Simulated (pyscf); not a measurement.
PySCF, gas phase, ωB97X-D3(BJ)/def2-SVP geometries. MP2 and CC: frozen core, UHF for open shells. ΔMP2 is the change of the MP2 total energy from the triple- to the quadruple-zeta basis.

SMILES: [SiH2]=[AsH]
```xyz
5

Si     0.0407     0.5040     0.1065
As     1.6943     0.2635    -1.2447
H      0.1920     1.1428     1.4405
H     -1.3624     0.0769    -0.1396
H      0.7529    -0.4007    -2.2419
```
Charge 0, spin multiplicity 1.

Q: What are the homolytic bond dissociation enthalpies (298 K) of H₂Si=AsH (SMILES [SiH2]=[AsH]) at CCSD(T)/def2-TZVPP + ΔMP2(QZVPP), weakest first?

A: As–H to H₂Si=As• + H•: 74.3 kcal/mol; H–Si to [HSi=AsH]• + H•: 85.8 kcal/mol. Ring and multiple bonds, and those that leave no two simple radicals, are not listed. The radicals are drawn with the spin at the cut bond; how far it spreads was not checked. [HSi=AsH]• lies 13.8 kcal/mol over its isomer H₂Si=As•, and others may lie lower still (electronic energy, ωB97M-D3(BJ)). Other isomers of H₂Si=As• were not searched in full and may lie lower. The CCSD(T) − MP2 part came from Ansatz, without density fitting, on the same reference. An open-shell T1 diagnostic exceeds 0.045. A UHF reference is spin-contaminated (<S²> up to 1.20), which harms MP2 most. The frozen core leaves the outer d or s,p core shells of the metals and heavy elements correlated in the MP2 and CC values, and def2-TZVPP describes them poorly, which can shift differences by a few kcal/mol. Elements up to Kr have no core potential and no relativistic terms here.
